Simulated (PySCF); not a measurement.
**Basis and Hamiltonian dependence of the ionisation energy of Cl**

Cl [Ne] 3s2 3p5 (2P) → Cl+ [Ne] 3s2 3p4 (3P). Calculated with PySCF 2.14 from differences of total energies of unrestricted determinants, without spin-orbit coupling. Values in eV.

```csv
basis,Hamiltonian,functions,UHF,r2SCAN,PBE0,MP2 (valence),CCSD(T) (valence),CCSD(T) (valence and next inner shell)
def2-SVP,non-relativistic,18,11.784,n/a,12.905,12.328,12.262,n/a
cc-pVDZ-DK,spin-free X2C,18,11.796,13.015,12.939,12.407,12.347,n/a
Sapporo-DZP-2012,spin-free X2C,27,11.762,n/a,12.940,12.485,12.414,n/a
cc-pVTZ-DK,spin-free X2C,34,11.756,n/a,12.938,12.694,12.694,n/a
ANO-RCC-VTZP,spin-free X2C,34,11.748,12.985,12.936,12.713,12.724,12.724
x2c-TZVPall,spin-free X2C,37,11.760,12.995,n/a,12.698,12.696,n/a
"x2c-TZVPPall with one added diffuse shell each of s, p, d type",spin-free X2C,51,11.757,13.000,12.947,12.720,12.724,12.730
def2-TZVPPD,non-relativistic,51,11.771,13.022,12.962,12.731,12.734,12.741
x2c-QZVPPall,spin-free X2C,70,11.746,12.995,12.934,12.829,12.855,12.860
aug-cc-pCVTZ-DK,spin-free X2C,75,11.752,12.991,12.944,12.753,12.762,12.774
dyall-av3z,spin-free X2C,84,11.747,12.980,12.938,12.745,12.756,n/a
aug-cc-pV(Q+d)Z,non-relativistic,89,11.766,12.995,12.956,12.869,12.894,n/a
"aug-cc-pCVTZ-DK with one added diffuse shell each of s, p, d, f type",spin-free X2C,91,11.751,12.990,12.943,12.754,12.763,n/a
dyall-acv3z,non-relativistic,113,11.764,12.995,12.954,12.770,12.778,n/a
```

Frozen in the all-electron rows: valence: [Ne]; valence and next inner shell: 1s2.

Reference for a calculation without spin-orbit coupling: 12.974 eV (measured, between term centres; NIST).
